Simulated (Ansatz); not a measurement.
For rhombohedral A7 Bi, PBEsol (PAW; Ansatz, a quantum-chemistry and plane-wave program) gives:

- equilibrium lattice constant a = 4.525 Å
- lattice parameter c = 11.649 Å
- bulk modulus B0 = 36.9 GPa
- cohesive energy = 2.90 eV/atom

What does r²SCAN-D4 (plane waves, PAW; Ansatz) give for the same quantities?


- lattice constant a: 4.520 Å (drops by 0.1 %)
- lattice parameter c: 12.185 Å (grows by 4.6 %)
- bulk modulus: 27.9 GPa (shrinks by 24 %)
- cohesive energy: 2.44 eV/atom (drops by 0.46 eV/atom)

For comparison: lattice constant a 4.533 Å (measured, low temperature, zero-point motion not removed, hexagonal setting; as tabulated in Arnaud et al. (2016), arXiv:1602.08959); lattice parameter c 11.796 Å (measured, low temperature, zero-point motion not removed, hexagonal setting; as tabulated in Arnaud et al. (2016), arXiv:1602.08959); bulk modulus 32.1 GPa (measured, copied from a table, unchecked, extrapolated to 0 K and zero-point effects removed; as tabulated in Lejaeghere et al. (2013), arXiv:1204.2733).

Changes are worked out from the printed values.

Unless a cell is named, each level is at its own relaxed cell (PBEsol 34.42, r²SCAN-D4 35.93 Å³/atom).

Levels without +SOC leave out spin–orbit coupling, which shifts energies and cells of such heavy elements.

Caveats: the cell comes from a level without a dispersion term, which matters for the spacing of layers, chains or molecules (PBEsol). Ansatz's density-functional and Hartree–Fock values are scalar-relativistic unless marked +SOC, with PAW data made under PBE.
